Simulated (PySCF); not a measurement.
Gas-phase reaction: SiF3NH2 + SiH3F = H2SiNH + SiHF3 + HF

Energies from PySCF (xtb for GFN2), thermal terms from the rigid-rotor harmonic-oscillator model, ideal gas at 1 bar. † marks an energy on the PBE0/def2-TZVP geometry and frequencies; other levels use their own. MP2 and CCSD(T) freeze the core. 6-31G* has spherical d functions here. All species are closed-shell singlets. B3LYP is the form with VWN-RPA correlation. SiF3NH2, H2SiNH: computed as isolated molecules; such fragments, hydroxides, amides, oligomers or adducts are transient or little studied in the gas. MP2 isn't extrapolated to the basis-set limit; its ΔH°(298 K) is 359.3 kJ in def2-SVP and 360.5 kJ in def2-TZVPP. CCSD(T) isn't extrapolated to the basis-set limit; its ΔH°(298 K) is 352.6 kJ in def2-SVP and 359.6 kJ in def2-TZVPP. The harmonic model lacks anharmonicity and excited electronic states, which grow with temperature; levels with a mode under 35 cm⁻¹ are left out. Internal rotation in SiF3NH2 is treated as a harmonic vibration of one conformer, which makes the entropy rough.

```csv
level,"ΔE electronic, kJ","ΔH°(298 K), kJ","ΔS°(298 K), J/K","ΔG°(1800 K), kJ"
B3LYP/6-31G*,404,391,132,159
B3LYP/def2-TZVP†,371,359,132,128
CCSD(T)/def2-TZVPP†,371,360,132,128
GFN2-xTB,277,267,131,39
HF/def2-TZVP†,420,409,132,177
MP2/def2-TZVPP†,372,360,132,129
PBE/def2-TZVP†,355,344,132,112
r2SCAN/def2-TZVP†,387,375,132,143
LDA/def2-TZVP†,392,381,132,149
ωB97M-V/def2-TZVP†,388,377,132,145
ωB97X-V/def2-TZVP†,397,386,132,154
```
ΔH° is lowest at GFN2-xTB and highest at HF/def2-TZVP†. No reference value is set beside these.
